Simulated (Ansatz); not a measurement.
Process, species as SMILES: FCF → F[CH-]F + H+
B3LYP-D3(BJ)/def2-TZVP geometries, fixed; electronic energies without zero-point terms.

Effect of a fitting basis named in the input at PBE0/cc-pVTZ with Ansatz (a quantum-chemistry and plane-wave program), against the last row, where the deprotonation energy is 417.88 kcal/mol. The default fits or decomposes integrals by the program's own choice; accuracy: high also tightens integrals, grids and stops.

```csv
setting,largest shift of a total energy (mEh),shift of the deprotonation energy (kcal/mol)
fitting: def2-SV(P)-JKFIT,-0.056,0.010
fitting: def2-universal-JKFIT,-0.056,0.010
fitting: cc-pVTZ-JKFIT,-0.041,-0.008
fitting: cc-pVQZ-JKFIT,-0.030,-0.007
fitting: cc-pV5Z-JKFIT,-0.026,-0.005
accuracy: high,-0.008,-0.001
accuracy: medium (default),0.000,0.000
```

Within 0.02 kcal/mol in the deprotonation energy: fitting: def2-SV(P)-JKFIT; fitting: def2-universal-JKFIT; fitting: cc-pVTZ-JKFIT; fitting: cc-pVQZ-JKFIT; fitting: cc-pV5Z-JKFIT; accuracy: high. The largest shift is 0.056 mEh in a total energy and 0.010 kcal/mol in the difference.
